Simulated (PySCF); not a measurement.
Stepwise substitution at one centre (C Cl-H). Isolated molecules, 0 K electronic values unless said otherwise. Strings in code marks are SMILES.

Method: PBE-D3(BJ)/def2-TZVP // PBE0-D4/def2-TZVP (PySCF 2.14.0). All candidates: neutral, multiplicity 1. Excitations are Tamm–Dancoff values on a coarser integration grid. The basis has no diffuse functions, so Rydberg states are missing or too high.

```
Quantity                Value
-------------------  --------
HOMO                 -6.98 eV
S1 excitation (TDA)   7.13 eV
dipole moment          1.84 D
```

Problem. Say which member has these values.
(A) `ClCCl`
(B) `CCl`
(C) `ClC(Cl)(Cl)Cl`
(D) `ClC(Cl)Cl`

Solution. B, `CCl`. The others give `ClC(Cl)(Cl)Cl`: -7.59 eV, 5.22 eV, 0.00 D; `ClCCl`: -7.24 eV, 6.38 eV, 1.58 D; `ClC(Cl)Cl`: -7.41 eV, 5.74 eV, 1.02 D
